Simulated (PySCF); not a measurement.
H₃NO at several levels of theory

All levels use the PBE0 minimum (singlet; N–H 1.034 Å (×3), N–O 1.338 Å; H–N–H 105.2° (×3), H–N–O 113.4° (×3)), basis [N def2-TZVP, O def2-TZVP, H def2-TZVP], no relativity, density fitting, no spin–orbit coupling, PySCF. For vertical energies the ionised species is a doublet (spins chosen at PBE0 and kept). Atomisation goes to high-spin ground-configuration atoms, without zero-point energy. Open shells are unrestricted, also as the reference of the correlated levels. A dash marks a value that was not computed or is not defined at that level.

```xyz
5
charge 0 multiplicity 1, angstrom
N     0.0000    0.5360    0.2916
O     0.0000   -0.6389   -0.3476
H     0.0001    1.3510   -0.3452
H     0.8217    0.6707    0.9051
H    -0.8218    0.6708    0.9049
```

```json
{"level": "PBE0", "atomisation (kJ/mol)": "1380", "vertical IP (eV)": "8.93", "−ε(HOMO) (eV)": "5.99", "gap (eV)": "5.96", "dipole (D)": "5.31"}
{"level": "HF", "atomisation (kJ/mol)": "751", "vertical IP (eV)": "7.34", "−ε(HOMO) (eV)": "10.41", "gap (eV)": "12.94", "dipole (D)": "5.64"}
{"level": "MP2", "atomisation (kJ/mol)": "1323", "vertical IP (eV)": "9.12", "−ε(HOMO) (eV)": "–", "gap (eV)": "–", "dipole (D)": "–"}
{"level": "PBE", "atomisation (kJ/mol)": "1452", "vertical IP (eV)": "9.10", "−ε(HOMO) (eV)": "4.33", "gap (eV)": "3.46", "dipole (D)": "5.06"}
{"level": "B3LYP", "atomisation (kJ/mol)": "1396", "vertical IP (eV)": "9.09", "−ε(HOMO) (eV)": "5.75", "gap (eV)": "5.30", "dipole (D)": "5.27"}
{"level": "r2SCAN", "atomisation (kJ/mol)": "1378", "vertical IP (eV)": "8.92", "−ε(HOMO) (eV)": "4.64", "gap (eV)": "4.55", "dipole (D)": "5.21"}
{"level": "TPSSh", "atomisation (kJ/mol)": "1381", "vertical IP (eV)": "8.90", "−ε(HOMO) (eV)": "5.08", "gap (eV)": "4.76", "dipole (D)": "5.21"}
{"level": "MN15", "atomisation (kJ/mol)": "1393", "vertical IP (eV)": "9.04", "−ε(HOMO) (eV)": "6.89", "gap (eV)": "7.92", "dipole (D)": "5.45"}
{"level": "wB97X", "atomisation (kJ/mol)": "1381", "vertical IP (eV)": "8.97", "−ε(HOMO) (eV)": "8.48", "gap (eV)": "10.65", "dipole (D)": "5.49"}
```
